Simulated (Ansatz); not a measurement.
# NSi2: the cost of one run

Method: def2-TZVPP, core rule «outside noble gas», up to 11 orbitals frozen; program: Ansatz 0.2.0, Gaussian basis.

The runs, in order: UHF; ROHF; CCSD(T) on UHF.

### 1 The geometry

The geometry is a PBE0/def2-TZVP stationary point (not a proven minimum) of the parent state, kept for this charge and spin.

3 atoms, charge 0, spin multiplicity 2.

Atoms are counted from 1 here; the program's logs count them from 0.

Bond lengths: N1–Si2 1.661 Å, Si2–Si3 2.244 Å. Angles: N1–Si2–Si3 180.0°.

As a file:

```xyz
3
charge 0, multiplicity 2
N     0.0000    0.0000   -1.8549
Si    0.0000    0.0000   -0.1944
Si    0.0000    0.0000    2.0493
```

### 2 UHF

in.yaml reads:

```yaml
crystal:
  periodic: [false, false, false]
  atoms:
    - {symbol: N, position_ang: [0.000000, 0.000000, -1.854900]}
    - {symbol: Si, position_ang: [0.000000, 0.000000, -0.194400]}
    - {symbol: Si, position_ang: [0.000000, 0.000000, 2.049300]}
basis:
  gaussian: {orbitals: def2-TZVPP}
magnetization: {spin_polarized: true, initial_magnetization: 1}
hamiltonian: {xc: hf}
output: {orbitals: {seedname: orbitals}}
```

Launch:

```console
$ ansatz run in.yaml --threads 1 --pin off --events-out ev --progress --plain --max-ram 2816MiB --backend cpu
```

**Question.** How long does this run take on 1 thread of AMD EPYC 7R13, shared host, and how much memory does it need?

About 20 s, with a peak of 0.34 GiB.
